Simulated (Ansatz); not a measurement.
System: hcp Hf. Method: r²SCAN (Ansatz, a quantum-chemistry and plane-wave program, PAW).

Numerical settings: plane-wave cutoff 500 eV, 12×10×1 k mesh (along the axes of the cell as run), Fermi–Dirac smearing 0.1 eV, scalar-relativistic PAW data made under PBE.

Problem. Give the computed surface energy of the (11-20) face and work function of the (11-20) face.

Solution. 
surface energy of the (11-20) face: 1.99 J/m²
work function of the (11-20) face: 3.16 eV

The slab of 16 atoms is relaxed and unreconstructed.

Spin–orbit coupling is not included.

Computed values are for the static lattice.

The result took roughly 2.0 core-hours.
